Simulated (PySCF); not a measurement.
C2H, SMILES C#[C], multiplicity 2. Geometry optimised at PBE0-D3(BJ)/def2-TZVPD. The isomer is the one that the SMILES or the coordinates give; other isomers of the formula were not compared.

Q: Give the equilibrium geometry at PBE0-D3(BJ)/def2-TZVPD (PySCF confirms it by a frequency run) as a Z-matrix, and its point group. (Estimate from the structure and the level; the computed values follow.)

A: point group C∞v.
```
C
C 1 1.2003
H 1 1.0661 2 180.00
```
Charge 0, spin multiplicity 2.
